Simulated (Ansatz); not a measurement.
I need a ladder of methods at one geometry of C5H7, SMILES [CH2]C#CCC. Use Ansatz's Python interface. Use (for the species named): B3LYP, cc-pVDZ basis, multiplicity 2. The script varies functional: b3lyp, cam_b3lyp, r2scan0, hse06, blyp, hf.

```xyz
12

C     2.9730    0.1029    0.5288
C     1.5467   -0.1926    0.3929
C     0.3712   -0.4358    0.2807
C    -1.0590   -0.7317    0.1442
C    -1.7794    0.4191   -0.5470
H     3.4166    0.2555   -0.4765
H     3.1041    1.0232    1.1344
H    -1.4946   -0.8919    1.1530
H    -1.1824   -1.6605   -0.4517
H    -1.6752    1.3529    0.0465
H    -2.8590    0.1774   -0.6413
H    -1.3620    0.5816   -1.5641
```

`run_methods.py`:
```python
# -*- coding: utf-8 -*-
'''C5H7 at several levels of theory.'''

from pathlib import Path

import ansatz as az
import numpy as np


def main():
    geometry_ang = [
        ('C', (2.973, 0.1029, 0.5288)),
        ('C', (1.5467, -0.1926, 0.3929)),
        ('C', (0.3712, -0.4358, 0.2807)),
        ('C', (-1.059, -0.7317, 0.1442)),
        ('C', (-1.7794, 0.4191, -0.547)),
        ('H', (3.4166, 0.2555, -0.4765)),
        ('H', (3.1041, 1.0232, 1.1344)),
        ('H', (-1.4946, -0.8919, 1.153)),
        ('H', (-1.1824, -1.6605, -0.4517)),
        ('H', (-1.6752, 1.3529, 0.0465)),
        ('H', (-2.859, 0.1774, -0.6413)),
        ('H', (-1.362, 0.5816, -1.5641)),
    ]
    system = az.Crystal.molecule()
    for symbol, xyz in geometry_ang:
        system = system.atom(symbol, xyz)

    setup = system.calculation().basis(gaussian='cc-pVDZ').spin('collinear', total=1)

    print('functional    E (Ha)        dipole (D)   HOMO (eV)  LUMO (eV)')
    for name in ['b3lyp', 'cam_b3lyp', 'r2scan0', 'hse06', 'blyp', 'hf']:
        summary = setup.functional(name).forces().orbitals().run(threads=1, backend='cpu', runs_dir='runs').report
        lines = Path(summary['orbitals_path']).read_text().splitlines()
        field_of = lambda key: [line.split('=')[1].strip() for line in lines if line.startswith(key)]
        orbitals = [(27.211386 * float(e), s, float(n)) for e, s, n in zip(field_of('Ene='), field_of('Spin='), field_of('Occup='))]
        homo = max(e for e, _, n in orbitals if n > 0.5)
        lumo = min(e for e, _, n in orbitals if n < 0.5)
        dipole = 4.803205 * np.linalg.norm(summary['charge_distribution']['dipole_moment_e_ang'])
        print(f'{name:10s} {summary["free_energy_ev"] / 27.211386246:14.6f} {dipole:9.3f} {homo:11.3f} {lumo:10.3f}')


if __name__ == '__main__':
    main()
```

```console
$ python run_methods.py
functional    E (Ha)        dipole (D)   HOMO (eV)  LUMO (eV)
b3lyp         -194.628271     1.456      -6.056     -2.628
cam_b3lyp     -194.500366     1.383      -7.644     -1.205
r2scan0       -194.487901     1.329      -6.721     -1.854
hse06         -194.372292     1.423      -5.998     -2.665
blyp          -194.518297     1.561      -4.818     -3.302
hf            -193.324175     1.059      -9.657      2.456
```

Total energies depend on the basis set; only differences at equal settings carry meaning. The geometry is a force-field or estimated start, not a minimum of this method, and the basis set is short of its limit. A lower total doesn't mark the better method: functionals have no common bound, and MP2 and coupled cluster aren't variational. The species is open-shell (spin multiplicity 2). The expectation value of S² is noticeably off S(S+1) in at least one run, so that state is spin-contaminated. b3lyp holds the VWN-RPA fit, as in Gaussian; the form of ORCA and Turbomole is b3lyp5. Levels such as HOMO and LUMO are orbital energies: with these approximate functionals they aren't the ionisation energy and electron affinity, and their gap isn't the fundamental gap. hse06 follows the composition of plane-wave codes, whose totals differ by tens of mHa, up to about 0.1 Ha, from the form usual in Gaussian-basis programs (wpbeh). It ran for 49 s on 1 thread of Intel(R) Xeon(R) Platinum 8259CL CPU @ 2.50GHz (Skylake/Cascade Lake) (shared host), peak memory 0.38 GiB.

(A comment or docstring line of the script was reworded after the run, the code is as it ran; lines on the test bed's own set-up are left out of the output.)
